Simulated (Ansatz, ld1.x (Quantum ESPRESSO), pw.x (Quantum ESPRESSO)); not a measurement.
Which Al potential is closest to all-electron in the fcc crystal?

All use PBEsol, scalar-relativistic, no spin, cutoffs from each file’s atomic test, pw.x 7.5; 14³ k-points, Fermi–Dirac smearing 0.01 Ry. Δ is the rms difference from all-electron LAPW of the E(V) curves that follow from fits to the pressures, over ±6 % in volume. Mesh and smearing are coarse and serve the comparison alone. The files are a selection: those with a ghost or negative overlap were mostly not run, and those with noisy or unconverged pressures or nearly equal Δ are left out.

All-electron: a0 = 4.015 Å (V0 = 16.18 Å³/atom), B0 = 81.2 GPa.

Question: Rank them by Δ, smallest first.
A. norm-conserving Troullier–Martins (Kleinman–Bylander form), ld1.x (Quantum ESPRESSO) 7.5, PBEsol; core [Ne], reference 3s2 3p1; waves: 3s (bound): rc 1.55 bohr; 3p (bound): rc 2.30 bohr; 3d channel at 0.1 Ry: rc 2.40 bohr; local part: all-electron potential smoothed inside 1.35 bohr (lloc = -1); core correction: Bessel-smoothed model core, default radius (core density twice the valence density).
B. ultrasoft, ld1.x (Quantum ESPRESSO) 7.5, PBEsol; core [Ne], reference 3s2 3p1; waves: 3s (bound): rcut 1.90, rcutus 2.40 bohr; 3s channel at 0.15 Ry: rcut 1.90, rcutus 2.40 bohr; 3p (bound): rcut 1.85, rcutus 2.55 bohr; 3p channel at 3.5 Ry: rcut 1.85, rcutus 2.55 bohr; 3d channel at -0.15 Ry: rcut 1.70, rcutus 2.10 bohr; 3d channel at 1.1 Ry: rcut 1.70, rcutus 2.10 bohr; local part: all-electron potential smoothed inside 1.60 bohr (lloc = -1); core correction: a·sin(br)/r model core inside 1.25 bohr; augmentation: PSQ, inside the norm-conserving radii.
C. norm-conserving Troullier–Martins (Kleinman–Bylander form), ld1.x (Quantum ESPRESSO) 7.5, PBEsol; core [Ne], reference 3s2 3p1; waves: 3p (bound): rc 2.70 bohr; 3d channel at 0.2 Ry: rc 2.10 bohr; 3s (bound): rc 2.15 bohr; local part: the s channel; core correction: a·sin(br)/r model core inside 1.20 bohr.

Answer: B (0.5 meV/atom), C (3.2 meV/atom), A (4.5 meV/atom).
